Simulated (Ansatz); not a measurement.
```yaml
crystal:
  periodic: [false, false, false]
  atoms:
    - {symbol: Al, position_ang: [-0.002393, 0.003738, -0.983973]}
    - {symbol: N, position_ang: [0.002148, -0.003519, 0.909664]}
    - {symbol: H, position_ang: [-0.868045, 0.021028, 1.250562]}
    - {symbol: H, position_ang: [0.460884, 0.736692, 1.249809]}
    - {symbol: H, position_ang: [0.416207, -0.772014, 1.244360]}
    - {symbol: H, position_ang: [1.450841, -0.028078, -1.226915]}
    - {symbol: H, position_ang: [-0.701413, 1.280089, -1.216835]}
    - {symbol: H, position_ang: [-0.758219, -1.237927, -1.226672]}
basis:
  gaussian: {orbitals: cc-pVDZ}
hamiltonian: {xc: {name: wB97}}
```

```sh
$ ansatz run in.yaml --threads 4 --pin off --events-out ev --progress --plain --max-ram 3916MiB
```

Shortened log:

```
Functional definition: wB97
799 factors; their error is unknown
292 factors; integrals over basis functions are off by at most 1.9e-5 eV
mean field evaluation 1: about -8180.9801 eV, gradient 3.3e1 eV
mean field evaluation 2: about -8182.1936 eV, gradient 2.3e1 eV
mean field evaluation 4: about -8183.1407 eV, gradient 2.6e-1 eV
mean field evaluation 8: about -8183.1115 eV, gradient 1.0e-1 eV
mean field -8183.11151427 eV, -300.7238014372 hartree, gradient 5.2e-5 eV, S^2 0.000000; 0 other end points of the search recorded, 0 dependent functions left out
reference -8183.11150318 eV, -300.7238010296 hartree; 13, 13 occupied and 49, 49 virtual orbitals, 799 factors
Total energy: -8183.11150318 eV, -300.7238010296 hartree
```

Run time 1.1 s (4 threads of Arm Neoverse V1 on a shared host).
